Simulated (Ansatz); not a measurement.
## GaH₂⁺, triplet: bend scan

Starting geometry (PBE0/def2-TZVP stationary point for this spin, not checked as a minimum):

```xyz
3

Ga    0.0000    0.0000   -0.0402
H     0.0000    1.0383    1.3910
H     0.0000   -1.0383    1.3910
```

From there the angle named below is changed in its plane at fixed bond lengths, both arms turning rigidly about the middle atom; atoms are numbered as listed. Energies are in eV, counted from the starting geometry at the same level.

Basis cc-pVTZ; Ansatz 0.2.0. Only valence electrons are correlated (noble-gas cores and the filled d shells of p-block atoms frozen). Prefix R: restricted or restricted open-shell reference. No spin–orbit coupling is included, and no scalar relativity.

Full CI is exact within this basis and frozen core; it isn't the basis-set limit.

| angle H2-Ga1-H3 (°) | RMP2 |
| --- | --- |
| 71.9 | 0.000 |
| 73.6 | 0.005 |
| 89.2 | 0.131 |
| 106.3 | 0.389 |
| 125.9 | 0.798 |
| 143.1 | 1.244 |
| 155.6 | 1.563 |
| 180.0 | 1.868 |

Estimate the full CI curve in cc-pVTZ from this one, knowing how RMP2 errs.

The computed full CI values, in eV from the starting point, and the error of RMP2 against them:
| angle H2-Ga1-H3 (°) | full CI | RMP2 less full CI |
| --- | --- | --- |
| 71.9 | 0.000 | 0.000 |
| 73.6 | 0.004 | 0.000 |
| 89.2 | 0.118 | 0.013 |
| 106.3 | 0.351 | 0.038 |
| 125.9 | 0.716 | 0.082 |
| 143.1 | 1.106 | 0.137 |
| 155.6 | 1.415 | 0.149 |
| 180.0 | 1.832 | 0.036 |

The error spans 0.149 eV and is largest, 0.149 eV, at 155.6 °.
